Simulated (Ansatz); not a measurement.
Geometry optimisation, Ansatz 0.2.0, UKS PBE0-D4/6-31G*.

Input file:

```yaml
crystal:
  periodic: [false, false, false]
  atoms:
    - { symbol: C, position_ang: [-0.58704, 0.78912, -0.34347] }
    - { symbol: B, position_ang: [0.52886, -0.23579, 0.2155] }
    - { symbol: "N", position_ang: [0.35379, -1.51592, 0.40753] }
    - { symbol: H, position_ang: [-1.50592, 0.26078, -0.57046] }
    - { symbol: H, position_ang: [-0.22914, 1.2794, -1.24381] }
    - { symbol: H, position_ang: [-0.79355, 1.55441, 0.39896] }
    - { symbol: H, position_ang: [1.56943, 0.28738, 0.45279] }
    - { symbol: H, position_ang: [0.66357, -2.41938, 0.68296] }
magnetization:
  spin_polarized: true
  initial_magnetization: 1
basis:
  gaussian: { orbitals: "6-31G*" }
hamiltonian:
  xc: pbe0
  dispersion: d4
relax:
  f_tol: 0.02
  max_steps: 50
```

Launched with:

```bash
$ ansatz run input.yaml --threads 1 --pin off --max-ram 2048MiB --backend cpu --events-out ev --progress --plain --runs-dir out
```

Task: Where does it end, and by what steps?

Result: The run converged. After 5 steps the energy has fallen by 0.099 eV; H7 moved furthest, 0.08 Å.

```csv
step,energy less start (eV),largest force component (eV/Å),accepted
0,0.0000,2.241,yes
1,-0.0739,1.069,yes
2,-0.0973,0.129,yes
3,-0.0983,0.051,yes
4,-0.0985,0.031,yes
5,-0.0986,0.010,yes
```

```xyz
8
Properties=species:S:1:pos:R:3
C -0.602 0.782 -0.347
B 0.515 -0.193 0.207
N 0.383 -1.517 0.411
H -1.544 0.274 -0.574
H -0.244 1.280 -1.256
H -0.799 1.575 0.385
H 1.618 0.238 0.494
H 0.673 -2.438 0.680
```

Whether the end is a true minimum wasn't checked by a vibrational analysis.

The run took 16 s on 1 thread of Arm Neoverse V2, on a shared host, peak memory 0.15 GiB.
